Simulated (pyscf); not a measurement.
Optimised with ωB97X-D3(BJ)/def2-SVP in PySCF.

### Question
PBE/def2-TZVP puts the barrier of O=CrH(=O)–Cl + HCl -> O=Cr(=O)(Cl)–Cl + H₂ (four-centre exchange; singlet surface; Cr–H, Cl–H broken, Cl–Cr, H–H formed) at 7.4 kcal/mol and the reaction energy at -22.2 kcal/mol, from the separated reactants. What do B3LYP-D3(BJ)/def2-TZVP, M06-2X/def2-TZVP, ωB97M-D3(BJ)/def2-TZVP give on the same structures?

### Answer
B3LYP-D3(BJ): ΔE‡ = 13.8 kcal/mol, ΔE = -20.0 kcal/mol; M06-2X: ΔE‡ = 21.2 kcal/mol, ΔE = -15.0 kcal/mol; ωB97M-D3(BJ): ΔE‡ = 19.4 kcal/mol, ΔE = -13.6 kcal/mol. PBE's barrier lies under all of them, by 6.4 to 13.8 kcal/mol. Its reaction energy lies under all of them, by 2.2 to 8.6 kcal/mol. Low barriers are usual for a GGA, whose delocalisation error favours stretched bonds. O=CrH(=O)–Cl lies 48.9 kcal/mol over its isomer O=Cr(OH)–Cl [triplet] (electronic energy, ωB97M-D3(BJ)/def2-TZVP). This is the saddle that the search found; another between the same sides may lie lower.
